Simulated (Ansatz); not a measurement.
Species: C$_{2}$HO, charge -1, multiplicity 1. It need not be the lowest isomer of its formula. Whether it binds its extra electron was not tested at this geometry. SMILES: [CH-]=C=O
Geometry from a B3LYP-D3(BJ)/def2-TZVP (Ansatz, an electronic-structure program) optimisation:
```xyz
4

C     -0.0312    -0.0638    -1.2579
C      0.0043    -0.0234    -0.0030
H      0.0717    -0.7629    -2.0591
O      0.0113     0.1608     1.2030
```
Charge -1, spin multiplicity 1.

**Question.** Give the harmonic wavenumbers at B3LYP-D3(BJ)/def2-TZVP (Ansatz, finite differences of forces, unscaled).

**Answer.** 427, 594, 606, 1240, 2095, 3354 cm⁻¹. Zero-point energy 11.9 kcal/mol.

**Question.** From these and the geometry, give the ideal-gas thermochemistry at 298.15 K and 1 atm (rigid rotor, harmonic oscillator).

**Answer.** Point group Cs, rotational symmetry number 1. Rotational constants 1361, 10.75, 10.66 GHz. S(trans) 37.06, S(rot) 18.27, S(vib) 1.80, S(elec, spin only) 0.00, S 57.1 cal/(mol K). H(298) - H(0) 2.76 kcal/mol; G - E(el) -2.4 kcal/mol.
